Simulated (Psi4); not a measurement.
# BLYP/6-311+G(d,p) run of C2H4ClF (1-chloro-2-fluoroethane)

What is the vertical electron affinity of C2H4ClF (1-chloro-2-fluoroethane) at BLYP/6-311+G**? 

The calculation is run with Psi4 1.11.

3 further runs of the same task are left out: 2 that didn't finish, 1 set aside as unsound or not needed.

## Step 1: Starting point

C2H4ClF: 8 atoms, total charge 0, spin state singlet. As SMILES, `FCCCl`. The coordinates come from a PBE0-D4/def2-TZVP relaxation. This is one conformer, not always the lowest.

Bond lengths: F1–C2 1.375 Å, C2–C3 1.501 Å, C3–Cl4 1.778 Å, C2–H5 1.093 Å, C2–H6 1.096 Å, C3–H7 1.090 Å, C3–H8 1.091 Å. Some angles: F1–C2–C3 110.9°, C2–C3–Cl4 112.2°, F1–C2–H5 108.3°, F1–C2–H6 108.0°, C3–C2–H5 111.2°, C3–C2–H6 109.0°, C2–C3–H7 110.7°, C2–C3–H8 109.7°, Cl4–C3–H7 107.4°, Cl4–C3–H8 107.5°.

## Step 2: A single-point energy at BLYP/6-311+G(d,p)

File input.dat:

```
memory 1600 mb

molecule {
  0 1
  F     -2.52652603     0.94136707     1.94736277
  C     -0.27128908     1.26804402     0.69710107
  C      0.56776821    -1.15258176    -0.52103529
  Cl    -1.43492574    -2.05530393    -3.06303818
  H     -0.51761488     2.76319533    -0.70709772
  H      1.15201484     1.85412368     2.08355533
  H      0.56085182    -2.69405026     0.84436743
  H      2.46972087    -0.92479417    -1.28119652
  units au
  symmetry c1
}

set globals {
  basis                6-311+G**
  puream               true
  e_convergence        1e-09
  d_convergence        1e-08
  scf_type             pk
  dft_radial_points    99
  dft_spherical_points 590
}

e, wfn = energy('blyp', return_wfn=True)
```

Command:

```bash
$ psi4 -i input.dat -o output.dat -n 1
```

output.dat:

```text
[...]
  Running in c1 symmetry.
[...]
  Nuclear repulsion =  161.672007490821642
[...]
  Multiplicity = 1
[...]
  Nalpha       = 21
  Nbeta        = 21
[...]
    Number of basis functions: 120
[...]
   @RKS iter   1:  -638.26127129410406    5.32977e-02   7.61152e-03 DIIS/ADIIS
[...]
   @RKS iter  12:  -638.66849240661190   -4.43379e-12   3.92019e-09 DIIS
[...]
    Orbital Energies [Eh]
    ---------------------
    Doubly Occupied:
       1A   -100.748346     2A    -24.274757     3A     -9.997486
       4A     -9.974893     5A     -9.177345     6A     -7.012300
       7A     -7.000690     8A     -7.000430     9A     -1.104665
      10A     -0.793424    11A     -0.681474    12A     -0.572070
      13A     -0.469968    14A     -0.460144    15A     -0.431765
      16A     -0.394756    17A     -0.375318    18A     -0.316605
      19A     -0.302850    20A     -0.262478    21A     -0.261215
[...]
  @RKS Final Energy:  -638.66849240661190
   => Energetics <=
    Nuclear Repulsion Energy =            161.6720074908216418
    One-Electron Energy =               -1201.0020135179074714
    Two-Electron Energy =                 451.6745893806053118
    DFT Exchange-Correlation Energy =     -51.0130757601314286
    Empirical Dispersion Energy =           0.0000000000000000
    VV10 Nonlocal Energy =                  0.0000000000000000
    Total Energy =                       -638.6684924066119038
[...]
 Multipole Moments:
 ------------------------------------------------------------------------------------
     Multipole            Electronic (a.u.)      Nuclear  (a.u.)        Total (a.u.)
 ------------------------------------------------------------------------------------
 L = 1.  Multiply by 2.5417464519 to convert [e a0] to [Debye]
 Dipole X            :         -3.8422217            4.8841857            1.0419641
 Dipole Y            :         -1.3835152            1.6507187            0.2672036
 Dipole Z            :         -1.5825015            1.7961689            0.2136674
 Magnitude           :                                                    1.0966953
[...]
```

Run time: 19 s. Hardware: 1 thread of Intel Xeon 6975P-C (Granite Rapids), shared host; peak memory 0.73 GiB.

## Step 3: The doublet anion: energy and gradient at UBLYP/6-311+G(d,p)

File job.json:

```json
{
  "schema_name": "qcschema_input",
  "schema_version": 1,
  "molecule": {
    "schema_name": "qcschema_molecule",
    "schema_version": 2,
    "symbols": ["F", "C", "C", "Cl", "H", "H", "H", "H"],
    "geometry": [-2.52652603, 0.94136707, 1.94736277, -0.27128908, 1.26804402, 0.69710107, 0.56776821, -1.15258176, -0.52103529, -1.43492574, -2.05530393, -3.06303818, -0.51761488, 2.76319533, -0.70709772, 1.15201484, 1.85412368, 2.08355533, 0.56085182, -2.69405026, 0.84436743, 2.46972087, -0.92479417, -1.28119652],
    "molecular_charge": -1,
    "molecular_multiplicity": 2,
    "fix_symmetry": "c1"
  },
  "driver": "gradient",
  "model": {
    "method": "blyp",
    "basis": "6-311+G**"
  },
  "keywords": {
    "reference": "uks",
    "puream": true,
    "e_convergence": 1e-09,
    "d_convergence": 1e-08,
    "scf_type": "pk",
    "dft_radial_points": 99,
    "dft_spherical_points": 590,
    "maxiter": 100,
    "scf_properties": ["LOWDIN_CHARGES", "DIPOLE", "MAYER_INDICES"]
  }
}
```

Command:

```bash
$ psi4 --qcschema job.json -n 1 --memory 1600MB
```

stdout, cut to the lines that bear on the results:

```text
[...]
  Running in c1 symmetry.
[...]
  Nuclear repulsion =  161.672007490821642
[...]
  Multiplicity = 2
[...]
  Nalpha       = 22
  Nbeta        = 21
[...]
    Number of basis functions: 120
[...]
   @UKS iter   1:  -637.91134053476662    4.03228e-01   9.40780e-03 DIIS/ADIIS
[...]
   @UKS iter  17:  -638.62630872852208   -8.18545e-12   5.35513e-09 DIIS
[...]
   @S^2 Observed:                7.501136210E-01
[...]
  @UKS Final Energy:  -638.62630872852208
   => Energetics <=
    Nuclear Repulsion Energy =            161.6720074908216418
    One-Electron Energy =               -1207.4546870886415491
    Two-Electron Energy =                 458.2909824274472044
    DFT Exchange-Correlation Energy =     -51.1346115581494942
    Empirical Dispersion Energy =           0.0000000000000000
    VV10 Nonlocal Energy =                  0.0000000000000000
    Total Energy =                       -638.6263087285220763
[...]
 Multipole Moments:
 ------------------------------------------------------------------------------------
     Multipole            Electronic (a.u.)      Nuclear  (a.u.)        Total (a.u.)
 ------------------------------------------------------------------------------------
 L = 1.  Multiply by 2.5417464519 to convert [e a0] to [Debye]
 Dipole X            :         -6.9251792            4.8841857           -2.0409934
 Dipole Y            :         -2.2675429            1.6507187           -0.6168242
 Dipole Z            :         -2.8086342            1.7961689           -1.0124654
 Magnitude           :                                                    2.3603416
[...]
  -Total Gradient:
     Atom            X                  Y                   Z
    ------   -----------------  -----------------  -----------------
       1        0.031061895498     0.001592128933    -0.017189519063
       2       -0.020831382537    -0.003191564181     0.010061130506
       3       -0.010745149489    -0.004546020343    -0.016407524018
       4        0.017942627809     0.009919076426     0.023632248674
       5       -0.001438378596    -0.006149781602     0.001818944190
       6       -0.004231645208    -0.002013780569    -0.000390305562
       7       -0.003898359362     0.003885161070    -0.001714141654
       8       -0.007842524560     0.000492716399     0.000180670709
[...]
```

The result, in JSON:

```text
{
 "driver": "gradient",
 "model": {
  "method": "blyp",
  "basis": "6-311+G**"
 },
 "success": true,
 "return_result": [0.031061895498219083, 0.0015921289333559047, -0.017189519062650177, -0.02083138253703381, -0.0031915641810659513, 0.010061130505962863, -0.010745149489291964, -0.004546020342956137, -0.016407524017869747, 0.01794262780937439, 0.009919076425653477, 0.02363224867372328, -0.001438378595665278, -0.006149781601883286, 0.0018189441897998315, -0.0042316452075247535, -0.002013780568745696, -0.0003903055623076801, -0.00389835936220556, 0.003885161070141502, -0.0017141416537787835, -0.007842524560475711, 0.0004927163992635326, 0.00018067070904363713],
 "properties": {
  "calcinfo_nbasis": 120,
  "calcinfo_nmo": 120,
  "calcinfo_nalpha": 22,
  "calcinfo_nbeta": 21,
  "calcinfo_natom": 8,
  "nuclear_repulsion_energy": 161.67200749082164,
  "return_energy": -638.6263087285221,
  "return_gradient": [0.031061895498219083, 0.0015921289333559047, -0.017189519062650177, -0.02083138253703381, -0.0031915641810659513, 0.010061130505962863, -0.010745149489291964, -0.004546020342956137, -0.016407524017869747, 0.01794262780937439, 0.009919076425653477, 0.02363224867372328, -0.001438378595665278, -0.006149781601883286, 0.0018189441897998315, -0.0042316452075247535, -0.002013780568745696, -0.0003903055623076801, -0.00389835936220556, 0.003885161070141502, -0.0017141416537787835, -0.007842524560475711, 0.0004927163992635326, 0.00018067070904363713],
  "scf_one_electron_energy": -1207.4546870886415,
  "scf_two_electron_energy": 458.2909824274472,
  "scf_xc_energy": -51.134611558149494,
  "scf_dipole_moment": [-2.0409934459658885, -0.6168241849349829, -1.0124653600032347],
  "scf_total_energy": -638.6263087285221,
  "scf_total_gradient": [0.031061895498219083, 0.0015921289333559047, -0.017189519062650177, -0.02083138253703381, -0.0031915641810659513, 0.010061130505962863, -0.010745149489291964, -0.004546020342956137, -0.016407524017869747, 0.01794262780937439, 0.009919076425653477, 0.02363224867372328, -0.001438378595665278, -0.006149781601883286, 0.0018189441897998315, -0.0042316452075247535, -0.002013780568745696, -0.0003903055623076801, -0.00389835936220556, 0.003885161070141502, -0.0017141416537787835, -0.007842524560475711, 0.0004927163992635326, 0.00018067070904363713],
  "scf_iterations": 17
 }
}
```

Run time: 41 s. Hardware: 1 thread of Intel Xeon 6975P-C (Granite Rapids), shared host; peak memory 0.73 GiB.

## Step 4: Summary of results

At BLYP/6-311+G**:

```
                                         quantity          value
                    singlet C2H4ClF: total energy  -638.66849 Eh
                   singlet C2H4ClF: dipole moment         2.79 D
                     singlet C2H4ClF: HOMO energy       -7.11 eV
                     singlet C2H4ClF: LUMO energy       -0.63 eV
                   singlet C2H4ClF: HOMO–LUMO gap        6.48 eV
                      doublet anion: total energy  -638.62631 Eh
doublet anion: HOMO energy (highest over α and β)        2.84 eV
 doublet anion: LUMO energy (lowest over α and β)        3.13 eV
                              doublet anion: ⟨S²⟩          0.750
          doublet anion: largest force on an atom     1.827 eV/Å
vertical electron affinity (to the doublet anion)      -1.148 eV
```

**Reading.** The anion lies 1.15 eV (111 kJ/mol) above the neutral: the electron isn't bound at this level, and such a value depends on the basis. The HOMO (doublet anion) lies at positive energy, 2.84 eV, as semi-local functionals often give for anions; only total energies tell whether the electron is bound.
